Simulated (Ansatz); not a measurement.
Two isomers of C3H6FNO: A = `C=C(N)OCF`, B = `CC(O)(F)C=N`.

Calculated with Ansatz (gas phase, PBE0-D4/def2-TZVP geometries, no zero-point term in ΔE). CCSD(T)/CBS adds triple-zeta CCSD(T) − MP2 to the extrapolated MP2 energy (def2 sets, frozen cores). Functionals use def2-TZVPP. Each species was taken in one conformer, which may not be the lowest.

A:

```xyz
12

C    -0.497    1.176   -1.234
C     0.121    0.568   -0.228
N     1.473    0.282   -0.123
O    -0.590    0.128    0.865
C    -0.646   -1.242    1.043
F    -1.591   -1.791    0.212
H    -1.576    1.216   -1.256
H     0.064    1.628   -2.040
H     1.871    0.537    0.770
H     2.023    0.630   -0.893
H     0.310   -1.719    0.812
H    -0.963   -1.414    2.072
```

B:

Z-matrix (Å, degrees):
```
C
C 1 1.505
H 1 1.090 2 110.1
H 1 1.091 2 108.9 3 119.4
H 1 1.090 2 110.0 3 -120.5
O 2 1.381 1 108.5 3 -64.7
F 2 1.389 1 108.5 3 177.0
C 2 1.518 1 112.8 3 58.0
H 6 0.964 2 108.9 1 174.0
N 8 1.258 2 126.8 1 119.3
H 8 1.094 2 113.9 1 -62.2
H 10 1.023 8 109.9 2 -1.6
```

Q: Which isomer does CCSD(T)/CBS put lower? Give the gap. (Best estimate.)

A: Computed: B, by 13.3 kcal/mol.

Q: Give E(B) − E(A) in kcal/mol with ωB97M-V, r2SCAN-D4, B2PLYP, PBE0-D4, MP2/def2-TZVPP, CCSD(T)/def2-TZVPP, CCSD/def2-TZVPP. (Best estimate.)

A: The calculation gave: ωB97M-V -12.2, r2SCAN-D4 -11.1, B2PLYP -11.3, PBE0-D4 -10.4, MP2/def2-TZVPP -13.0, CCSD(T)/def2-TZVPP -13.5, CCSD/def2-TZVPP -13.3. None reverses the order clearly.

Largest T1 diagnostic: 0.012.

In def2-TZVPP, CCSD(T) changes the Hartree–Fock value by −2.6 kcal/mol (the triples alone add −0.2 kcal/mol) and MP2 by −2.1 kcal/mol.
